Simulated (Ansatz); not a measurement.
Cartesian coordinates in Å:
```
C -3.043 -0.947 -1.361
C -1.761 -1.291 -0.623
C -0.904 -0.072 -0.320
C 0.381 -0.416 0.415
C 1.231 0.781 0.832
C 1.732 1.578 -0.364
C 2.399 0.326 1.696
H -3.662 -0.260 -0.777
H -2.829 -0.462 -2.318
H -3.641 -1.838 -1.567
H -1.175 -2.004 -1.214
H -2.002 -1.804 0.315
H -1.486 0.639 0.280
H -0.675 0.441 -1.261
H 0.127 -0.994 1.313
H 0.991 -1.083 -0.210
H 0.597 1.442 1.439
H 2.354 2.417 -0.042
H 2.343 0.946 -1.018
H 0.914 1.984 -0.961
H 3.059 -0.340 1.132
H 2.997 1.175 2.036
H 2.054 -0.218 2.579
```

Total charge 0; spin multiplicity 1.

Q: List the ωB97M-V/def2-TZVPP orbital energies in eV (Ansatz). (Estimate.)

A: Computed: Occupied: -281.35, -281.14, -281.08, -281.06, -280.96, -280.92, -280.91, -25.63, -24.57, -22.67, -21.76, -20.40, -18.83, -18.20, -15.97, -15.25, -14.85, -14.65, -13.90, -13.39, -13.14, -13.01, -12.30, -12.18, -11.83, -11.42, -11.21, -11.14, -10.87. Lowest empty: 2.61, 2.96, 3.36, 3.51, 3.86, 4.31, 4.42, 4.50.
